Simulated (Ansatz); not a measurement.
This script drives Ansatz 0.2.0, Python API.

`run_relaxed_scan.py`:
```python
import ansatz as az
import numpy as np


def main() -> None:
    geometry_ang = [
        ("C", [-0.15, -1.1281, 0.046]),
        ("Si", [0.1125, 0.6903, -0.0291]),
        ("H", [-1.2065, -1.4388, 0.3185]),
        ("H", [0.6662, -1.762, -0.2283]),
        ("H", [-0.2104, 1.2077, -1.3936]),
        ("H", [-0.723, 1.4019, 0.977]),
        ("H", [1.5725, 0.9611, 0.2638]),
    ]
    molecule = az.Crystal.molecule()
    for symbol, xyz in geometry_ang:
        molecule = molecule.atom(symbol, xyz)

    setup = molecule.calculation().basis(gaussian="def2-SVP").functional("pbe0").spin("collinear", total=1)
    symbols = [site.symbol for site in molecule.cartesian_sites]
    pairs = [(0, 1), (0, 2), (0, 3), (1, 4), (1, 5), (1, 6)]
    print("held (A)   E (eV)        ", "  ".join(f"{symbols[i]}{i}-{symbols[j]}{j}" for i, j in pairs))
    for length in [0.98, 1.07, 1.15, 1.28, 1.44]:
        data = setup.relax(constraints=[az.DistanceConstraint((0, 3), at=length)], force_tolerance=0.02, max_steps=60).run(threads=1, backend="cpu").report
        xyz = np.array(data["positions_ang"])
        print(f"{length:6.2f} {data['free_energy_ev']:14.5f}  ", "  ".join(f"{np.linalg.norm(xyz[i] - xyz[j]):.3f}" for i, j in pairs))


if __name__ == "__main__":
    main()
```

It is started by `python run_relaxed_scan.py`. Estimate its wall time and peak memory on 1 thread of Arm Neoverse V1, with other jobs on the host.

It took about 96 s, with a peak of 0.2 GiB, for 5 runs of the engine.

Running `python run_relaxed_scan.py` prints:
```text
held (A)   E (eV)         C0-Si1  C0-H2  C0-H3  Si1-H4  Si1-H5  Si1-H6
DeckWarning: relax.constraints: the input's atoms, or those drawn, lie off the distances that are held; a relaxation that starts there is brought onto them ahead of its first SCF, by positions alone, [...]
  0.98    -8985.85764   1.851  1.095  0.980  1.501  1.496  1.496
  1.07    -8986.13964   1.851  1.095  1.070  1.501  1.496  1.495
  1.15    -8986.10426   1.851  1.095  1.150  1.501  1.495  1.495
  1.28    -8985.72519   1.849  1.094  1.280  1.499  1.495  1.498
  1.44    -8985.00846   1.847  1.094  1.440  1.497  1.495  1.497
```
(Warnings from the package without file and line, shortened, repeats left out.)

What to keep in mind:
- Total energies depend on the basis set; only differences at equal settings carry meaning.
- The energies are electronic: no zero-point or thermal terms, and the basis set is short of its limit.
- The species is open-shell (spin multiplicity 2).
